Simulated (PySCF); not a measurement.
hydrogen sulfide (H2S), SMILES S.

Coordinates come from a PBE0-D3(BJ)/def2-TZVPD optimisation.

Method: PySCF with TDDFT-PBE0/def2-TZVPD.

Vertical excitations. The molecule is in vacuum. State labels are in the subgroup C2v.

Computed UV-visible absorptions:
```tsv
state	symmetry	energy (eV)	λ (nm)	f	main pairs
S1	A2	6.01	206	0.000	HOMO→LUMO+1 99 %
S2	B1	6.18	201	0.060	HOMO→LUMO 100 %
S3	A2	7.50	165	0.000	HOMO→LUMO+2 100 %
S4	B1	7.69	161	0.003	HOMO→LUMO+3 99 %
S5	A1	7.99	155	0.001	HOMO→LUMO+4 98 %
S6	B1	8.74	142	0.085	HOMO→LUMO+5 75 %, HOMO→LUMO+6 24 %
S7	A1	9.11	136	0.113	HOMO−1→LUMO 95 %
S8	B2	9.22	135	0.001	HOMO−1→LUMO+1 50 %, HOMO→LUMO+7 49 %
S9	B1	9.33	133	0.206	HOMO→LUMO+6 74 %, HOMO→LUMO+5 23 %
S10	A1	9.82	126	0.154	HOMO→LUMO+8 90 %
T1	A2	5.44	228	0	HOMO→LUMO+1 98 %
T2	B1	5.72	217	0	HOMO→LUMO 95 %
T3	A2	7.46	166	0	HOMO→LUMO+2 99 %
T4	B1	7.57	164	0	HOMO→LUMO+3 81 %, HOMO→LUMO+5 16 %
```
Triplets are in the Tamm–Dancoff approximation, which puts them higher than full response would, so one can lie above its singlet here.
